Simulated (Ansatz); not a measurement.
Cost and result for the atomization energy of `COCN=C=N` (12 atoms, 11 bonds).

| atom | x (Å) | y (Å) | z (Å) |
| --- | --- | --- | --- |
| C1 | -0.2264 | -1.4843 | 0.4784 |
| O2 | 0.0078 | -0.3074 | 1.2133 |
| C3 | 1.0186 | 0.4897 | 0.6905 |
| N4 | 0.6766 | 1.2236 | -0.5025 |
| C5 | -0.4150 | 1.4145 | -0.9873 |
| N6 | -1.4766 | 1.7648 | -1.4784 |
| H7 | -0.9741 | -2.0588 | 1.0237 |
| H8 | 0.6899 | -2.0817 | 0.3865 |
| H9 | -0.6097 | -1.2730 | -0.5266 |
| H10 | 1.2777 | 1.2143 | 1.4658 |
| H11 | 1.9082 | -0.1102 | 0.4580 |
| H12 | -1.8770 | 1.2084 | -2.2213 |

Charge 0, multiplicity 1. The structure was optimised at the PBE0-D4/def2-TZVP level. It is one conformer, not always the lowest. Program: Ansatz. All runs use 4 threads of an Arm Neoverse V2 on a shared host. Times are those of one run each, without the atoms' runs, and a repeat can differ threefold. Electronic energies, without spin–orbit coupling; frozen cores. CCSD(T)/CBS adds CCSD(T) − MP2 in def2-TZVPP to the MP2 limit, and its time is that of the two runs behind it. T1 = 0.014. B3LYP takes the VWN-RPA correlation (the form of Gaussian; ORCA's B3LYP/G).

CCSD(T)/CBS is a level of theory with its own doubt, some kJ/mol a heavy atom from the limit and from the frozen cores, so smaller differences don't rank the functionals.

```json
{"level": "PBE-D4/def2-TZVPP (with forces)", "functions": "270", "wall time": "2.8 s", "atomization (kcal/mol)": "1208.9", "difference from CCSD(T)/CBS": "55.5", "per bond": "5.0"}
{"level": "PBE0-D4/def2-TZVPP", "functions": "270", "wall time": "3 s", "atomization (kcal/mol)": "1169.2", "difference from CCSD(T)/CBS": "15.8", "per bond": "1.4"}
{"level": "r2SCAN-D4/def2-TZVPP (with forces)", "functions": "270", "wall time": "4.9 s", "atomization (kcal/mol)": "1161.7", "difference from CCSD(T)/CBS": "8.3", "per bond": "0.8"}
{"level": "B3LYP-D4/def2-TZVPP (with forces)", "functions": "270", "wall time": "5 s", "atomization (kcal/mol)": "1165.8", "difference from CCSD(T)/CBS": "12.4", "per bond": "1.1"}
{"level": "B2PLYP/def2-TZVPP", "functions": "270", "wall time": "6 s", "atomization (kcal/mol)": "1150.7", "difference from CCSD(T)/CBS": "-2.7", "per bond": "-0.2"}
{"level": "ωB97X-V/def2-TZVPP", "functions": "270", "wall time": "8 s", "atomization (kcal/mol)": "1162.2", "difference from CCSD(T)/CBS": "8.8", "per bond": "0.8"}
{"level": "ωB97M-V/def2-TZVPP (with forces)", "functions": "270", "wall time": "11 s", "atomization (kcal/mol)": "1163.2", "difference from CCSD(T)/CBS": "9.8", "per bond": "0.9"}
{"level": "MP2/def2-QZVPP", "functions": "522", "wall time": "29 s", "atomization (kcal/mol)": "1168.5", "difference from CCSD(T)/CBS": "15.1", "per bond": "1.4"}
{"level": "CCSD(T)/def2-TZVPP", "functions": "270", "wall time": "4.8 min", "atomization (kcal/mol)": "1118.9", "difference from CCSD(T)/CBS": "-34.5", "per bond": "-3.1"}
{"level": "CCSD(T)/CBS(def2)", "functions": "–", "wall time": "5.3 min", "atomization (kcal/mol)": "1153.4", "difference from CCSD(T)/CBS": "0.0", "per bond": "0.0"}
```

In def2-TZVPP, CCSD(T) changes the Hartree–Fock value by +344.2 kcal/mol (the triples alone add +24.5 kcal/mol) and MP2 by +373.4 kcal/mol; breaking electron pairs costs correlation energy, which Hartree–Fock lacks. From PBE to PBE0 (25 % exact exchange), in def2-TZVPP and without D4, the atomization energy moves by −38.8 kcal/mol: exact exchange takes away binding that semilocal exchange gives to molecules. The D4 term adds +8.1 kcal/mol with B3LYP and +4.3 kcal/mol with PBE0; it sums over pairs of atoms, weighted by their polarisabilities, and B3LYP, whose exchange is more repulsive, gets the larger term.
